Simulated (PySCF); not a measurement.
Choosing a molecule for a target property.

Each SMILES stands for a single optimised conformer of the isolated species, non-relativistic unless stated. Electronic properties by PySCF.

Dipoles, sizes and rotational constants follow the conformer. The torsions of the flexible species, by atom-mapped SMILES:
- `[F:1][CH2:2][C@@H:3]1[O:4][C@@H:5]1[C:6]([F:7])([F:8])[F:9]`: F1–C2–C3–O4 173°, O4–C5–C6–F7 107°
- `[CH3:1][N:2]([SiH3:3])/[CH:4]=[CH:5]/[C:6]#[N:7]`: C1–N2–C4–C5 0°
- `[N:1]#[C:2][B:3]([OH:4])[OH:5]`: H–O4–B3–C2 180°, H–O5–B3–C2 180°
- `[O:1]=[CH:2][CH2:3][O:4][CH:5]=[O:6]`: O1–C2–C3–O4 -164°, C2–C3–O4–C5 -90°, C3–O4–C5–O6 0°
- `[BH2:1][NH:2][B:3]([CH3:4])[F:5]`: B1–N2–B3–C4 0°

The conformers of `Cl[C@@H]1C[SiH2][SiH2][SiH2]1` and `Cl[C@H]1[SiH2]C[SiH2][SiH2]1` aren't listed.

Question: Wanted: HOMO–LUMO gap below 12 eV (wB97X-D/def2-SVPD) and static isotropic polarisability above 116 au (wB97X-D/def2-SVPD), at GFN2-xTB geometries. Which candidate meets both?
A. `[SiH2]1C[C@H]([SiH2][SiH2]1)Cl`
B. `Cl[C@H]1[SiH2]C[SiH2][SiH2]1`
C. `FC[C@@H]1O[C@@H]1C(F)(F)F`
D. `CN([SiH3])/C=C/C#N`

Answer: A. Computed values:
| species | HOMO–LUMO gap | static isotropic polarisability |
| --- | --- | --- |
| CN([SiH3])/C=C/C#N | 9.52 eV | 92.1 au |
| [SiH2]1C[C@H]([SiH2][SiH2]1)Cl | 10.47 eV | 117.8 au |
| Cl[C@H]1[SiH2]C[SiH2][SiH2]1 | 10.72 eV | 114.2 au |
| FC[C@@H]1O[C@@H]1C(F)(F)F | 13.29 eV | 52.8 au |

Question: Wanted: smallest rotational constant below 2.2 GHz (PBE0-D3(BJ)/def2-SVP) and dipole moment below 4 D (PBE0-D3(BJ)/def2-SVP), at PBE0-D3(BJ)/def2-SVP geometries. Which candidate meets both?
A. `BNB(C)F` (CH6B2FN)
B. `N#CB(O)O` (CH2BNO2)
C. `N#CC1=NC1` (C3H2N2)
D. `O=CCOC=O` (C3H4O3)
E. `[NH]` (NH) [triplet]

Answer: D. Computed values:
```csv
species,smallest rotational constant,dipole moment
O=CCOC=O (C3H4O3),1.857 GHz,2.37 D
BNB(C)F (CH6B2FN),2.629 GHz,0.12 D
N#CB(O)O (CH2BNO2),2.772 GHz,6.22 D
N#CC1=NC1 (C3H2N2),3.058 GHz,2.64 D
[NH] (NH) [triplet],490.669 GHz,1.60 D
```
